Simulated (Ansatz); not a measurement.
# BCl2: the cost of one run

Computed with Ansatz 0.2.0, Gaussian basis. Level: def2-TZVPP, core rule «outside noble gas», up to 11 orbitals frozen.

To be run: UHF; ROHF; CCSD(T) on UHF.

### 1 The geometry

The geometry is a PBE0/def2-TZVP stationary point (not a proven minimum) of the parent state, kept for this charge and spin.

3 atoms, charge 1, spin multiplicity 5.

Atoms are counted from 1 here; the program's logs count them from 0.

Bond lengths: B1–Cl2 1.837 Å, B1–Cl3 1.837 Å. Angles: Cl2–B1–Cl3 89.7°.

As a file:

```xyz
3
BCl2
B     0.0000   -1.1301    0.0000
Cl    0.0000    0.1723   -1.2955
Cl    0.0000    0.1723    1.2955
```

### 2 UHF

File in.yaml:

```yaml
crystal:
  periodic: [false, false, false]
  atoms:
    - {symbol: B, position_ang: [0.000000, -1.130054, 0.000000]}
    - {symbol: Cl, position_ang: [0.000000, 0.172299, -1.295539]}
    - {symbol: Cl, position_ang: [0.000000, 0.172299, 1.295539]}
basis:
  gaussian: {orbitals: def2-TZVPP}
total_charge: 1
magnetization: {spin_polarized: true, initial_magnetization: 4}
hamiltonian: {xc: hf}
output: {orbitals: {seedname: orbitals}}
```

On the command line:

```sh
ansatz run in.yaml --threads 1 --pin off --events-out ev --progress --plain --max-ram 4096MiB --backend cpu
```

**Question.** How long does this run take on 1 thread of AMD EPYC 7R13, shared host, and how much memory does it need?

About 19 s, with a peak of 0.27 GiB.
